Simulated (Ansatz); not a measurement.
# Relative stability

Two relaxed structures of CH4NSi (charge +1), singlet (PBE0-D4/def2-TZVP; forces vanish, vibrations not checked).

A:

C1  (-0.774, -0.476, -0.372)
Si2  (0.427, -0.190, 0.980)
N3  (0.065, 0.442, -0.658)
H4  (-1.599, -0.870, -0.961)
H5  (0.164, 1.019, -1.493)
H6  (0.039, 0.698, 2.082)
H7  (1.609, -1.055, 1.058)
(Å)

B:

```xyz
7
angstrom
C -0.7808 -0.5140 -0.3166
Si 0.1415 0.6877 -0.9613
N 0.3071 -0.1246 0.6848
H -1.5301 -1.2723 -0.1649
H 0.8639 1.7483 -1.6737
H -0.0123 0.3090 1.5492
H 1.0106 -0.8340 0.8824
```

Computed with Ansatz 0.2.0 (basis: def2-TZVPP); correlated methods freeze the cores. B3LYP uses VWN-RPA correlation.

(1) Which structure is lower at CCSD(T), and by how much? (Judge from chemistry; the value comes from the calculation.)

No T1 diagnostic of these runs exceeds 0.016. The restricted Hartree–Fock reference is unstable towards an unrestricted one at one or more of these structures.

Results:

(1) Computed: A, by 1.721 eV (electronic energy, against the other). By their contacts, A is CH₄NSi ([CH]1[NH][SiH2]1), total charge +1 and B is CH₄NSi ([CH]1[NH2][SiH]1), total charge +1.

All methods give the same order:

```tsv
method	E(B) − E(A) (eV)
PBE-D4	1.526
r2SCAN-D4	1.683
PBE0-D4	1.670
B3LYP-D4	1.737
wB97M-V	1.755
HF	2.323
MP2	1.690
CCSD	1.807
CCSD(T)	1.721
```

Labels in which every atom is bracketed show which atoms are joined, not bond orders.

For scale, one of the runs: CCSD(T)/def2-TZVPP, 160 basis functions, launched by `ansatz run in.yaml --threads 2 --pin off --events-out ev --progress --plain --max-ram 4352MiB`. Hardware: 2 CPU threads of an Arm Neoverse V1, shared host. Wall time 18 s; peak host memory 1.1 GiB.
